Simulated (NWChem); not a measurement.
Molecule: hydrogen peroxide (H$_{2}$O$_{2}$); SMILES OO

Computed with NWChem. Pople sets run with spherical d functions. All runs use the structure optimised with PBE0/def2-SVP.

Question: Taking B3LYP/aug-cc-pVTZ as the yardstick, which of these has the fewest basis functions while keeping “dipole (D)” within 0.1 D of it: B3LYP/6-31+G*; B3LYP/6-31G*; B3LYP/def2-TZVP; B3LYP/3-21G; B3LYP/STO-3G; B3LYP/def2-SVPD; B3LYP/def2-SVP; B3LYP/6-311++G**?

Answer: B3LYP/def2-SVPD (a larger set in the list lies outside the tolerance).
| level | basis functions | dipole (D) |
|---|---|---|
| B3LYP/STO-3G | 12 | 1.42 |
| B3LYP/3-21G | 22 | 1.98 |
| B3LYP/6-31G* | 32 | 1.80 |
| B3LYP/def2-SVP | 38 | 1.77 |
| B3LYP/6-31+G* | 40 | 1.87 |
| B3LYP/6-311++G** | 58 | 1.83 |
| B3LYP/def2-SVPD | 62 | 1.68 |
| B3LYP/def2-TZVP | 74 | 1.77 |
| B3LYP/aug-cc-pVTZ | 138 | 1.64 |

The yardstick is one finite set, not the basis-set limit.
